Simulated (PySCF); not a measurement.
# Vertical excitation energies

Compound: C3H3ClF2.
Cartesian coordinates in Å at the PBE0-D3(BJ)/def2-SVP level; atoms count from 1:
```
atom  x, y, z in Å
F1     2.5717   -0.0961    0.2687
C2     1.3644    0.3028   -0.0924
C3     0.2665   -0.4003    0.1915
F4     0.3449   -1.5392    0.8705
C5    -1.0948    0.0064   -0.2128
Cl6   -2.1169    0.4236    1.2024
H7     1.3360    1.2477   -0.6388
H8    -1.6026   -0.8171   -0.7350
H9    -1.0578    0.8808   -0.8746
```

Computed with TDDFT CAM-B3LYP/def2-SVPD, vertical, gas phase, core orbitals frozen in the response in PySCF.

Problem. Predict the UV-vis stick spectrum at this level.

Solution. 

```json
{"state": "S1", "E (eV)": "6.77", "E (kJ/mol)": "653", "λ (nm)": "183.1", "f": "0.058", "|μ| (D)": "1.50", "main configurations (H = HOMO, L = LUMO)": "H→L+1 (63%), H→L+2 (19%)"}
{"state": "S2", "E (eV)": "6.82", "E (kJ/mol)": "658", "λ (nm)": "181.8", "f": "0.246", "|μ| (D)": "3.09", "main configurations (H = HOMO, L = LUMO)": "H→L (72%), H-2→L (13%), H→L+1 (11%)"}
{"state": "S3", "E (eV)": "6.93", "E (kJ/mol)": "669", "λ (nm)": "178.9", "f": "0.0011", "|μ| (D)": "0.21", "main configurations (H = HOMO, L = LUMO)": "H-1→L (87%)"}
{"state": "S4", "E (eV)": "7.07", "E (kJ/mol)": "683", "λ (nm)": "175.2", "f": "0.067", "|μ| (D)": "1.58", "main configurations (H = HOMO, L = LUMO)": "H-2→L (76%), H→L (14%)"}
{"state": "S5", "E (eV)": "7.58", "E (kJ/mol)": "731", "λ (nm)": "163.6", "f": "0.102", "|μ| (D)": "1.88", "main configurations (H = HOMO, L = LUMO)": "H→L+2 (60%), H→L+1 (21%)"}
{"state": "S6", "E (eV)": "8.15", "E (kJ/mol)": "786", "λ (nm)": "152.2", "f": "0.018", "|μ| (D)": "0.76", "main configurations (H = HOMO, L = LUMO)": "H→L+3 (77%), H→L+2 (8%)"}
{"state": "S7", "E (eV)": "8.24", "E (kJ/mol)": "795", "λ (nm)": "150.5", "f": "0.0069", "|μ| (D)": "0.47", "main configurations (H = HOMO, L = LUMO)": "H-1→L+1 (71%), H-1→L+2 (16%)"}
{"state": "S8", "E (eV)": "8.38", "E (kJ/mol)": "809", "λ (nm)": "147.9", "f": "0.037", "|μ| (D)": "1.08", "main configurations (H = HOMO, L = LUMO)": "H-2→L+1 (66%), H-2→L+2 (17%)"}
{"state": "S9", "E (eV)": "8.58", "E (kJ/mol)": "827", "λ (nm)": "144.6", "f": "0.021", "|μ| (D)": "0.80", "main configurations (H = HOMO, L = LUMO)": "H→L+4 (76%)"}
{"state": "S10", "E (eV)": "8.83", "E (kJ/mol)": "852", "λ (nm)": "140.5", "f": "0.025", "|μ| (D)": "0.86", "main configurations (H = HOMO, L = LUMO)": "H-3→L (28%), H-2→L+4 (17%), H-2→L+2 (15%)"}
```

Triplets (Tamm–Dancoff): T1 4.18 eV, H→L (79%), H→L+4 (8%); T2 6.27 eV, H-1→L (79%); T3 6.36 eV, H-2→L (73%); T4 6.45 eV, H→L+1 (56%), H→L+2 (22%).

The lowest singlet comes at 183 nm (653 kJ/mol) in the vacuum ultraviolet; it is of moderate strength; its leading configuration is HOMO→LUMO+1 (63%). The strongest level in the table is S2 at 6.82 eV (182 nm, f = 0.246). Löwdin shares by element: HOMO carbon 61% or more, fluorine 26%; LUMO carbon 53%, chlorine 30% (atoms not listed hold the other 17%). Of the 10 states listed, 8 reach f = 0.01 and none stays under 0.0005. The listed states span 2.06 eV, and the widest gap between neighbours is 0.57 eV (S5 to S6). The oscillator strengths of these states sum to 0.581; summed over the whole spectrum of an exact calculation they would give the number of electrons, 56 (Thomas–Reiche–Kuhn). No computed singlet lies in the visible range (380 to 750 nm); the lowest, at 183 nm, stands 3.51 eV above its violet end (3.26 eV). All these states lie below the vertical ionisation energy of 10.20 eV (ΔSCF). Only the lowest 10 singlets were computed, as vertical energies without vibronic structure.

Hardware: Arm Neoverse N1, one thread (shared host). Cost: 2.1 min.

One conformer stands for the species.
